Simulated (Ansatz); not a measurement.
Trigonal Te, treated with PBEsol+SOC (plane waves, PAW; Ansatz, a program for electronic structure).

Run with plane-wave cutoff 520 eV, 12×12×6 k mesh (along the axes of the cell as run), Fermi–Dirac smearing 0.01 eV, PAW data made under PBE.

Equation-of-state points:

```json
[
 {"V (Å³/atom)": "30.874", "E − E_lowest (meV/atom)": "5.78", "P (GPa)": "1.535"},
 {"V (Å³/atom)": "31.517", "E − E_lowest (meV/atom)": "1.36", "P (GPa)": "0.703"},
 {"V (Å³/atom)": "32.160", "E − E_lowest (meV/atom)": "0.00", "P (GPa)": "0.000"},
 {"V (Å³/atom)": "32.803", "E − E_lowest (meV/atom)": "1.22", "P (GPa)": "-0.580"},
 {"V (Å³/atom)": "33.446", "E − E_lowest (meV/atom)": "4.58", "P (GPa)": "-1.072"}
]
```

**Question.** Estimate the bulk modulus and its pressure derivative from these points.

**Answer.** V0 = 32.159 Å³/atom, B0 = 32.0 GPa, B′ = 7.8 (fit to the energies at full precision).

Shape and atoms are relaxed at each volume.

Measured, for comparison: bulk modulus 19 GPa (temperature not stated, no zero-point or thermal correction; as tabulated in Yi et al. (2018), arXiv:1712.00894). Computed (rounded) less measured: bulk modulus +68 % (against room or unstated temperature, where such soft solids are markedly softer).

Note: the cell comes from a level without a dispersion term, which matters for the spacing of layers, chains or molecules; the gap of the solid is closed in this run; this level leaves the solid without a gap, although one is measured; the bulk modulus comes from volumes at which shape and atoms were relaxed.

Static lattice: no zero-point or thermal effects.
